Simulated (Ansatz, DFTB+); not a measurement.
# Loss of C2H6: C3H8O → H2CO + C2H6

Species: C3H8O (methoxyethane) `CCOC`, singlet; H2CO (formaldehyde) `C=O`, singlet; C2H6 `CC`, singlet. 

Shapes, held fixed at every level: PBE0-D4/def2-TZVP. Flexible molecules stand in one conformer, not always the lowest. Programs: Ansatz 0.2.0, DFTB+ 25.1. The zero-point and thermal change to 298 K, harmonic and unscaled (PBE0-D4/def2-TZVP), is -13.4 kJ/mol.

Estimate ΔH(298 K) of this reaction.

The highest level, CCSD(T)/CBS estimate, gives ΔH(298 K) = +26.0 kJ/mol; the levels span +5.3 to +41.0. The column of differences is taken from that level and isn't an error. No measured value is set beside it here. The CBS estimate extrapolates MP2 from def2-TZVPP and def2-QZVPP and adds CCSD(T) − MP2 in the triple-zeta set, cores frozen.

```
                level                   kind  ΔH(298 K) (kJ/mol)  less CCSD(T)/CBS estimate
                DFTB2         semi-empirical                +5.3                      -20.7
        HF/def2-TZVPP           Hartree–Fock                +5.3                      -20.7
 r2SCAN-D4/def2-TZVPP               meta-GGA               +33.0                       +7.0
r2SCAN0-D4/def2-TZVPP          global hybrid               +41.0                      +15.0
    B2PLYP/def2-TZVPP          double hybrid               +15.4                      -10.6
         MP2/def2-SVP    perturbation theory               +16.3                       -9.7
        CCSD/def2-SVP  coupled cluster or CI               +15.7                      -10.3
 CCSD(T)/CBS estimate  coupled cluster or CI               +26.0                        0.0
```
